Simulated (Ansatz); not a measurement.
```yaml
crystal:
  periodic: [false, false, false]
  atoms:
    - {symbol: B, position_ang: [-0.860857, -0.268657, -0.002296]}
    - {symbol: O, position_ang: [0.419908, -0.173237, -0.001143]}
    - {symbol: Si, position_ang: [2.036866, -0.204843, -0.000794]}
    - {symbol: H, position_ang: [-1.595917, 0.646737, 0.004232]}
basis:
  gaussian: {orbitals: def2-TZVP}
hamiltonian: {xc: pbe0}
relax: {f_tol: 0.004, max_steps: 80}
```

```sh
$ ansatz run in.yaml --threads 1 --pin off --events-out ev --progress --plain --max-ram 2176MiB
```

Steps of the relaxation (energy above the last step; positions in Å, forces in eV/Å):

```
4
step 1, 30.1 meV
B    -0.861   -0.269   -0.002   -0.891   -0.392   -0.003
O     0.420   -0.173   -0.001    0.465   -0.079    0.000
Si    2.037   -0.205   -0.001    0.811    0.053    0.001
H    -1.596    0.647    0.004   -0.385    0.418    0.003
```

```
4
step 2, 5.2 meV
B    -0.868   -0.271   -0.002   -0.326   -0.142   -0.001
O     0.428   -0.179   -0.001    0.009   -0.033    0.000
Si    2.055   -0.205   -0.001    0.411    0.031    0.000
H    -1.615    0.655    0.004   -0.094    0.144    0.001
```

```
4
step 3, 0.2 meV
B    -0.875   -0.275   -0.002   -0.001   -0.007    0.000
O     0.429   -0.185   -0.001   -0.072   -0.019    0.000
Si    2.066   -0.202   -0.001    0.061    0.015    0.000
H    -1.620    0.662    0.004    0.013    0.011    0.000
```

```
4
step 6, 0.0 meV
B    -0.877   -0.277   -0.002    0.002    0.001    0.000
O     0.426   -0.191   -0.001   -0.004    0.000    0.000
Si    2.066   -0.197   -0.001    0.001    0.000    0.000
H    -1.615    0.665    0.004    0.000    0.000    0.000
```

Close pairs at the end: B1–H4 1.197 Å, B1–O2 1.306 Å, O2–Si3 1.639 Å.

A stationary point of restricted PBE0 after 6 steps (its stability towards spin polarisation wasn't tested); no frequencies were run, so it isn't proven a minimum. 16 s on 1 thread of Arm Neoverse V2, shared host.
